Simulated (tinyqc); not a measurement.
Harmonic frequencies on the UHF/sto-3g surface (energies and gradients from PySCF), for H2O+, spin multiplicity 2, step by step. Computed by tinyqc, a small Python program that keeps every step (integrals from PySCF). Settings: charge = 1, multiplicity = 2, basis = sto-3g, delta = 0.01. Command: `OMP_NUM_THREADS=1 python tinyqc.py 29081 29082 out.jsonl` (the two numbers bound the seeds that draw the settings). One thread of a shared host (Intel(R) Xeon(R) Processor @ 2.60GHz), about 2 s of CPU time with the checks.

## One row of the Hessian: 1Oy

optimised positions (bohr):
```
           x         y         z
1O   0.15469  -0.02742  -0.05365
2H  -0.07233   1.55792   1.06216
3H  -0.05024  -1.63633   1.03239
```

gradient at +delta (hartree/bohr):
```
             x           y           z
1O  -0.0000532   0.0072655   0.0000826
2H   0.0005181  -0.0036122  -0.0025458
3H  -0.0004649  -0.0036534   0.0024632
```

gradient at -delta (hartree/bohr):
```
             x           y           z
1O   0.0000296  -0.0072204   0.0000361
2H  -0.0005025   0.0035367   0.0024698
3H   0.0004729   0.0036837  -0.0025059
```

Displace 1Oy by +/-0.01 bohr; H(k, :) = (g(+) - g(-)) / (2 delta).

row of the Hessian (hartree/bohr^2): 1Ox -0.0041401, 1Oy 0.7242954, 1Oz 0.0023214, 2Hx 0.0510294, 2Hy -0.3574435, 2Hz -0.2507783, 3Hx -0.0468893, 3Hy -0.3668518, 3Hz 0.2484568

## Hessian by finite differences

All rows are made in the same way, and the matrix is symmetrised.

Hessian (symmetrised) (hartree/bohr^2), lower triangle:
```
            1Ox         1Oy         1Oz         2Hx         2Hy         2Hz         3Hx         3Hy
1Ox   0.0162054
1Oy  -0.0041398   0.7242954
1Oz  -0.0823291   0.0023228   0.4194901
2Hx  -0.0086958   0.0510236   0.0429619   0.0079710
2Hy   0.0399576  -0.3574443  -0.1943714  -0.0456763   0.3785779
2Hz   0.0432484  -0.2507636  -0.2138886  -0.0394122   0.2229662   0.1950595
3Hx  -0.0075084  -0.0468838   0.0393681   0.0007242   0.0057188  -0.0038367   0.0067835
3Hy  -0.0358178  -0.3668526   0.1920486  -0.0053474  -0.0211329   0.0277979   0.0411651   0.3879861
3Hz   0.0390809   0.2484408  -0.2056054  -0.0035498  -0.0285953   0.0188310  -0.0355315  -0.2198461

           3Hz
3Hz  0.1867763
```

## Normal modes

masses (u): 1O 15.99492, 2H 1.00782, 3H 1.00782

Diagonalise H_ij / sqrt(m_i m_j); the 6 smallest eigenvalues belong to translations and rotations; wavenumber = sqrt(eigenvalue / 1822.888) x 219474.63; each mode has its largest component positive (the first on a tie); zero-point energy = sum of wavenumbers / 2, with 349.755 1/cm per kcal/mol.

eigenvalues of the mass-weighted Hessian (hartree/(bohr^2 u)): -0.00001  0.00000  0.00000  0.00000  0.00000  0.00002  0.10044  0.54422  0.58197

harmonic wavenumbers of the vibrations (1/cm): 1629.2  3792.2  3921.5

mass-weighted modes:
```
       mode 1    mode 2    mode 3
1Ox   0.05303  -0.03654   0.00198
1Oy   0.00288  -0.00235  -0.27893
1Oz  -0.27028   0.18628  -0.00284
2Hx  -0.10286   0.07672  -0.07907
2Hy  -0.40697  -0.57751   0.55226
2Hz   0.53459  -0.37599   0.38865
3Hx  -0.10843   0.06886   0.07120
3Hy   0.39551   0.58686   0.55896
3Hz   0.54217  -0.36611  -0.37733
```

zero-point energy = 13.35632 kcal/mol
